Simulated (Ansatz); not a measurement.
Reaction (SMILES): C1=CC1 + 4 [H][H] (H2) → 3 C (CH4)
B3LYP-D3(BJ)/def2-TZVP geometries, fixed; electronic energies without zero-point terms.

Effect of the final integration grid (spheres per factor e of radius in core and valence, angular degree) at PBE/def2-TZVPP with Ansatz (a quantum-chemistry and plane-wave program), against the last row, where the energy of full hydrogenation is -140.24 kcal/mol. The default's grid is 13, 11, 36.

| setting | largest shift of a total energy (mEh) | shift of the energy of full hydrogenation (kcal/mol) |
|---|---|---|
| accuracy: medium (default) | 0.000 | -0.001 |
| final_grid: 4, 3, 11 | 3.049 | -0.838 |
| final_grid: 6, 5, 17 | 0.194 | -0.351 |
| final_grid: 8, 7, 23 | -0.039 | -0.068 |
| final_grid: 10, 9, 29 | 0.004 | -0.009 |
| final_grid: 18, 15, 47 | 0.000 | 0.000 |
| final_grid: 26, 22, 59 | 0.000 | 0.000 |

Within 0.1 kcal/mol in the energy of full hydrogenation: accuracy: medium (default); final_grid: 8, 7, 23; final_grid: 10, 9, 29; final_grid: 18, 15, 47. The largest shift is 3.049 mEh in a total energy and 0.838 kcal/mol in the difference.
